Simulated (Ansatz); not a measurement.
Geometry optimisation, Ansatz 0.2.0, RHF/def2-SVP.

Input:

```yaml
crystal:
  periodic: [false, false, false]
  atoms:
    - { symbol: Al, position_ang: [0.281527, 0.004617, -0.068337] }
    - { symbol: O, position_ang: [0.7532, -0.131755, 1.575852] }
    - { symbol: H, position_ang: [0.256296, -0.240814, 2.370989] }
    - { symbol: H, position_ang: [1.764619, 0.072066, -0.457008] }
    - { symbol: Cl, position_ang: [-1.609741, 0.014487, -0.939097] }
basis:
  gaussian: { orbitals: def2-SVP }
hamiltonian:
  xc: hf
relax:
  f_tol: 0.03
  max_steps: 50
```

Launched with:

```bash
$ ansatz run input.yaml --threads 1 --pin off --max-ram 2048MiB --backend cpu --events-out ev --progress --plain --runs-dir out
```

**Question.** Where does it end, and by what steps?

**Answer.** It converged. After 6 steps the energy has fallen by 0.627 eV; H4 moved furthest, 0.41 Å.

```tsv
step	energy less start (eV)	largest force component (eV/Å)	accepted
0	0.0000	1.705	yes
1	-0.4257	1.100	yes
2	-0.5480	1.642	yes
3	-0.6121	0.965	yes
4	-0.6241	0.259	yes
5	-0.6262	0.056	yes
6	-0.6266	0.008	yes
```

```xyz
5
Properties=species:S:1:pos:R:3
Al 0.474 -0.007 0.039
O 0.645 -0.159 1.698
H 0.045 -0.245 2.417
H 1.736 0.116 -0.863
Cl -1.454 0.014 -0.809
```

The run took 6.3 s on 1 thread of Arm Neoverse V1, on a shared host, peak memory 0.11 GiB.
